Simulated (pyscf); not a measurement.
Elementary routes open to `[SiH2]=[S]` in the gas phase (singlet surface):
A. `[Si]=[S]` [singlet] + `[H][H]` (H–Si, H–Si broken; H–H formed)
B. `[SiH][SH]` [singlet] (H–Si broken; H–S formed)

PySCF, gas phase, ωB97X-D3(BJ)/def2-SVP geometries.

Task: Rank the routes by free-energy barrier at 900 K, lowest first, for ωB97M-D3(BJ)/def2-TZVP energies (ideal gas, 1 atm, RRHO with modes under 100 cm⁻¹ raised to 100, one conformer, R ln 2 for chiral ones without a mode under 150 cm⁻¹).

Result: B (215.9 kJ/mol), A (295.4 kJ/mol)

Route B is the fastest of these, ahead of the next by 79.6 kJ/mol. The most stable products are those of A (ΔG = -68.6 kJ/mol), whose barrier is 79.6 kJ/mol higher: the kinetic and the thermodynamic product differ. At 298 K B is still the fastest. Only these routes are compared; each barrier is that of the saddle found, and lower ones may exist. A restricted solution here is unstable towards spin polarisation, so biradical character is likely and single-reference numbers are less safe.
